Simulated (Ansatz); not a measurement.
The same path of H$_{2}$S$_{2}$Si (5 atoms, charge 0, multiplicity 1) was run twice with different band settings. Lost on the way: Si1–H4. Made: S2–H4.

Computed with RKS r2SCAN/def2-SVP in Ansatz.

Relaxed end points:

```xyz
5
Properties=species:S:1:pos:R:3
Si -0.240 0.214 -0.210
S 1.757 -0.300 0.258
S 0.048 -1.365 1.167
H -0.748 -0.125 -1.563
H -0.768 1.502 0.307
```

```xyz
5
Properties=species:S:1:pos:R:3
Si -1.134 0.629 0.138
S 0.987 -0.217 -0.560
S -0.011 -1.165 1.018
H 0.564 -0.972 -1.614
H -0.356 1.650 0.978
```

Common settings: movable images 7; climbing image yes; spring 5.0 eV/Å²; optimiser quadratic models (default); start path through a guess of the saddle point; end points relaxed.

| run | force threshold | iteration limit |
| --- | --- | --- |
| 1 | 0.05 eV/Å | 37 |
| 2 | 0.2 eV/Å | 52 |

Q: What does each run give, and how far can it be trusted?

A: Run 1: converged after 7 iterations, highest image 1.852 eV above the first end. A vibrational analysis at the climbing image gives one clearly imaginary mode, 616i cm⁻¹: a first-order saddle point.
Run 2: converged after 5 iterations, highest image 1.854 eV above the first end. The threshold of 0.2 eV/Å is loose, so the images may lie well off the minimum-energy path. Another band between the same ends (7 images) ends at a top of the same energy, where a vibrational analysis finds 1 clearly imaginary mode.
The orbitals stay closed-shell, which can raise the energy where a bond breaks towards radicals; this wasn't checked here.
